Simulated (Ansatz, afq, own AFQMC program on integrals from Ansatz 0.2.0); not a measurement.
Atomization energy of BNH, doublet

| atom | x (Å) | y (Å) | z (Å) |
| --- | --- | --- | --- |
| B | 0.0000 | 0.0000 | 1.1532 |
| N | 0.0000 | 0.0000 | -0.0803 |
| H | 0.0000 | 0.0000 | -1.0729 |

Connectivity, by distances: B–NH.

Atoms in their ground-state spins without spin–orbit coupling (mostly on UHF) minus the molecule (UHF), without zero-point energy. The geometry is a stationary point, not shown to be a minimum.

Basis cc-pVQZ. Noble-gas cores (and the filled d shells of Ga–Kr and In–Xe) are frozen. AFQMC by an in-house program on the Cholesky factors that Ansatz 0.2.0 writes for its CCSD(T) run. The CISD trial takes its coefficients from CCSD amplitudes. Released means that phaseless walkers are propagated on without the constraint, phases kept. Error bars are statistical, one sigma. The errors of all members are added in quadrature.

No full CI on the walks' own integrals is used here. The released AFQMC energy serves as the reference, which it does only where one determinant dominates, the energy is flat over the last release times and near the phaseless one (40 meV or 2 meV an electron, half that with transition metals). On small molecules, where full CI could be run and the noise was under 10 meV, such values lay within 10 meV of it in 19 cases of 20, a flattering rate, since the rule was set on those same cases; what remains of the bias isn't in the error bar. Each member takes its own surest rung, up to full CI.

Errors are counted within cc-pVQZ, not against nature.

Cautions: BNH (doublet): unrestricted determinant slightly spin contaminated (⟨S²⟩ 0.83 against 0.75), the released value is read at 2.40 1/Eh with a noise of 14 meV, more than in the cases checked (meV from the phaseless value at times in 1/Eh: -5 ± 12 at 0.24, -24 ± 9 at 0.51, -19 ± 8 at 0.99, -8 ± 13 at 1.62, -8 ± 14 at 2.40); other spins of the molecule weren't checked.

Reference (AFQMC with the constraint released): 10.038 ± 0.014 eV.

| level | atomization energy (eV) | error against released AFQMC (eV) |
| --- | --- | --- |
| HF | 6.775 | -3.263 ± 0.014 |
| MP2 | 10.464 | 0.426 ± 0.014 |
| CCSD | 9.753 | -0.285 ± 0.014 |
| CCSD(T) | 10.043 | 0.005 ± 0.014 |
| ph-AFQMC/HF | 10.066 ± 0.046 | 0.028 ± 0.048 |
| ph-AFQMC/CISD | 10.038 ± 0.013 | 0.000 ± 0.019 |

Correlation beyond CCSD(T) changes it by less than twice the noise. The perturbative (T) step is worth +0.290 eV.

A walk keeps the symmetry of its determinant, which the program's search chose and which needn't be the lowest solution, so a lower state of the same spin and another symmetry isn't excluded. Released energies are given only where the last usable release times agree within the noise; a slower fall can still hide under it.
